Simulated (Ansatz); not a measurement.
# [Ho(NH3)6]3+ (HoN₆H₁₈ (+3)): one state, many levels

One table from this session's results is given with a row withheld; the runs are named, their logs left out.

Method: as each input shows; program: Ansatz 0.2.0, Gaussian basis.

The runs, in order: PBE-D4/def2-TZVP, r2SCAN-D4/def2-TZVP, CAM-B3LYP-D4/def2-TZVP, BLYP-D4/def2-TZVP, PBE-D4/def2-SVP, PBE0-D4/def2-SVP, MP2/def2-SVP, RPA/def2-SVP.

## The geometry

The quintet was relaxed beforehand with PBE-D4/def2-SVP.

25 atoms, charge 3, spin multiplicity 5.

Atoms are counted from 1 here; the program's logs count them from 0.

Bond lengths: Ho1–N2 2.492 Å, Ho1–N6 2.492 Å, Ho1–N10 2.492 Å, Ho1–N14 2.492 Å, Ho1–N18 2.491 Å, Ho1–N22 2.491 Å, N2–H3 1.038 Å, N2–H4 1.038 Å, N2–H5 1.038 Å, N6–H7 1.038 Å, N6–H8 1.038 Å, N6–H9 1.038 Å, N10–H11 1.038 Å, N10–H12 1.038 Å, N10–H13 1.038 Å, N14–H15 1.038 Å, N14–H16 1.038 Å, N14–H17 1.038 Å and more. Angles: N2–Ho1–N6 179.5°, N2–Ho1–N10 90.0°, N2–Ho1–N14 90.6°, N2–Ho1–N18 89.4°, N2–Ho1–N22 90.1°, N6–Ho1–N10 90.5°, N6–Ho1–N14 88.9°, N6–Ho1–N18 90.5°, N6–Ho1–N22 90.0°, N10–Ho1–N14 179.4°, N10–Ho1–N18 90.0°, N10–Ho1–N22 89.6°, N14–Ho1–N18 90.1°, N14–Ho1–N22 90.3°, N18–Ho1–N22 179.3°, Ho1–N2–H3 115.5°, Ho1–N2–H4 115.5°, Ho1–N2–H5 115.7° and more.

Ho takes a core potential in the def2 sets. No spin-orbit coupling is included. The ion is computed in the gas phase, without counter-ions or solvent.

PBE0-D4/def2-TZVP was run before; its log isn't repeated, and its numbers join the tables.

Set-up of the first run:

start.molden holds the orbitals of an earlier run on this state, given as this run's starting guess.

File in.yaml:

```yaml
crystal:
  periodic: [false, false, false]
  atoms:
    - {symbol: Ho, position_ang: [0.000590, -0.000102, 0.000231]}
    - {symbol: N, position_ang: [-0.004898, 0.013613, 2.492365]}
    - {symbol: H, position_ang: [0.842543, 0.414411, 2.938960]}
    - {symbol: H, position_ang: [-0.083403, -0.917603, 2.944958]}
    - {symbol: H, position_ang: [-0.773672, 0.550217, 2.938554]}
    - {symbol: N, position_ang: [-0.014983, -0.008957, -2.491429]}
    - {symbol: H, position_ang: [-0.838979, -0.463047, -2.930863]}
    - {symbol: H, position_ang: [0.783027, -0.493355, -2.945948]}
    - {symbol: H, position_ang: [-0.001346, 0.926044, -2.942880]}
    - {symbol: N, position_ang: [2.492482, -0.017854, 0.006273]}
    - {symbol: H, position_ang: [2.945448, 0.915985, -0.024628]}
    - {symbol: H, position_ang: [2.941970, -0.515954, -0.786142]}
    - {symbol: H, position_ang: [2.935403, -0.459858, 0.834955]}
    - {symbol: N, position_ang: [-2.491125, 0.013499, -0.030486]}
    - {symbol: H, position_ang: [-2.927047, 0.576133, -0.786581]}
    - {symbol: H, position_ang: [-2.950698, 0.382962, 0.824115]}
    - {symbol: H, position_ang: [-2.940781, -0.915085, -0.147801]}
    - {symbol: N, position_ang: [0.017971, 2.490660, 0.012171]}
    - {symbol: H, position_ang: [0.306406, 2.929035, 0.908193]}
    - {symbol: H, position_ang: [-0.895926, 2.944381, -0.180524]}
    - {symbol: H, position_ang: [0.648453, 2.943067, -0.677757]}
    - {symbol: N, position_ang: [0.000910, -2.490944, 0.011006]}
    - {symbol: H, position_ang: [-0.210185, -2.940197, -0.901038]}
    - {symbol: H, position_ang: [-0.681079, -2.941171, 0.651658]}
    - {symbol: H, position_ang: [0.898960, -2.935911, 0.282648]}
basis:
  gaussian: {orbitals: def2-TZVP, initial_orbitals: start.molden}
total_charge: 3
magnetization: {spin_polarized: true, initial_magnetization: 4}
hamiltonian: {xc: pbe, dispersion: d4}
scf: {omitted_lower_state_checks: [starts]}
output: {orbitals: {seedname: orbitals}}
```

Started as:

```console
ansatz run in.yaml --threads 4 --pin off --events-out ev --progress --plain --max-ram 6963MiB
```

Among the steps run: PBE-D4/def2-TZVP; r2SCAN-D4/def2-TZVP; CAM-B3LYP-D4/def2-TZVP; BLYP-D4/def2-TZVP; PBE-D4/def2-SVP; PBE0-D4/def2-SVP; MP2/def2-SVP; RPA/def2-SVP.

One of the session's tables, all rows but one given; the rest of the session is left out.

```
                 level  HOMO (eV)  LUMO (eV)  gap (eV)
       PBE-D4/def2-SVP     -19.35     -17.57      1.78
      PBE-D4/def2-TZVP          ?          ?         ?
     BLYP-D4/def2-TZVP     -19.62     -17.48      2.14
   r2SCAN-D4/def2-TZVP     -20.16     -16.11      4.05
      PBE0-D4/def2-SVP     -21.43     -13.84      7.59
     PBE0-D4/def2-TZVP     -21.43     -13.86      7.57
CAM-B3LYP-D4/def2-TZVP     -22.89     -12.71     10.17
```

**Question.** Estimate the row for PBE-D4/def2-TZVP.

The run gave: HOMO (eV): -19.45; LUMO (eV): -17.66; gap (eV): 1.79. In the column «HOMO (eV)» it lies between BLYP-D4/def2-TZVP (-19.62) and PBE-D4/def2-SVP (-19.35).
